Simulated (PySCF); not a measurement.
# UB3LYP/6-31G(d) (spherical functions) run of PH2 (SMILES [PH2])

Aim: the vertical doublet–quartet gap of PH2 at UB3LYP/6-31G* (spherical functions), from 2 runs. The job is set up through a Python script.

Program for the calculation: PySCF 2.14.0.

3 further runs of the same task are left out: 3 set aside as unsound or not needed.

## 1. The molecule

PH2 has 3 atoms, charge 0, and is taken as a doublet. SMILES: `[PH2]`. The coordinates come from a PBE0-D4/def2-TZVP relaxation.

Bond lengths: P1–H2 1.424 Å, P1–H3 1.424 Å. Angles: H2–P1–H3 91.5°.

## 2. The energy at UB3LYP/6-31G(d) (spherical functions)

File calc.py:

```python
from pyscf import gto, dft

mol = gto.M(
    atom='''
P      0.993486    -0.584625     0.487946
H      0.216638     1.987028     0.334009
H     -1.210124    -1.402404    -0.821974
''',
    max_memory=1860,
    basis='6-31g*',
    charge=0,
    spin=1,
    unit='bohr',
    verbose=3,
)

mf = dft.UKS(mol, xc='b3lyp')
mf.grids.level = 5
mf.conv_tol = 1e-10
mf.kernel()
if not mf.converged:
    mf = mf.newton().run(mf.mo_coeff, mf.mo_occ)

e_final = mf.e_tot
print('Final energy', e_final)
```

On the command line:

```console
$ OMP_NUM_THREADS=1 python calc.py
```

Output:

```text
WARN: HOMO -0.210537684632124 >= LUMO -0.210537684632125

converged SCF energy = -342.501660364387  <S^2> = 0.75362042  2S+1 = 2.0036171
Final energy -342.50166036438657
```

Wall time 2.3 s (1 thread of Arm Neoverse V2, shared host); peak memory 0.19 GiB.

## 3. The quartet, same level

File run.py:

```python
from pyscf import gto, dft

mol = gto.M(
    atom='P 0.525730 -0.309370 0.258210; H 0.114640 1.051490 0.176750; H -0.640370 -0.742120 -0.434970',
    max_memory=1860,
    basis='6-31g*',
    verbose=3,
    spin=3,
)

ks = dft.UKS(mol, xc='b3lyp')
ks.conv_tol = 1e-10
ks.grids.level = 5
ks.kernel()
if not ks.converged:
    ks = ks.newton().run(ks.mo_coeff, ks.mo_occ)

etot = ks.e_tot
print('E = %.10f Eh' % etot)
```

On the command line:

```console
$ OMP_NUM_THREADS=1 python run.py
```

Output:

```text
WARN: HOMO -0.000552395644541015 >= LUMO -0.313580988842929

WARN: HOMO -0.0834885478968341 >= LUMO -0.238965356894026

WARN: HOMO -0.070359544763763 >= LUMO -0.215170725002444

WARN: HOMO -0.0716176485135291 >= LUMO -0.215094115976139

WARN: HOMO -0.0718198465140829 >= LUMO -0.215048538381143

WARN: HOMO -0.0718134158652068 >= LUMO -0.214993466741778

WARN: HOMO -0.071810148122839 >= LUMO -0.21498504914156

WARN: HOMO -0.0718108671853066 >= LUMO -0.214985815137292

WARN: HOMO -0.0718107450864602 >= LUMO -0.214985709789107

converged SCF energy = -342.266884578089  <S^2> = 3.7517771  2S+1 = 4.0008885
E = -342.2668845781 Eh
```

Wall time 2.2 s (1 thread of Arm Neoverse V2, shared host); peak memory 0.19 GiB.

## 4. Summary of results

Level: UB3LYP/6-31G* (spherical functions).

| quantity | value |
| --- | --- |
| doublet: total energy | -342.50166 Eh |
| doublet: dipole moment | 0.88 D |
| doublet: HOMO energy (highest over α and β) | -6.78 eV |
| doublet: LUMO energy (lowest over α and β) | -3.36 eV |
| doublet: ⟨S²⟩ | 0.754 |
| quartet: total energy | -342.26688 Eh |
| quartet: dipole moment | 0.23 D |
| quartet: HOMO energy (highest over α and β) | -1.95 eV |
| quartet: ⟨S²⟩ | 3.752 |
| vertical energy of the quartet above the doublet | 6.389 eV |

What this shows: At this shape the quartet lies 6.39 eV (147 kcal/mol) above the doublet.
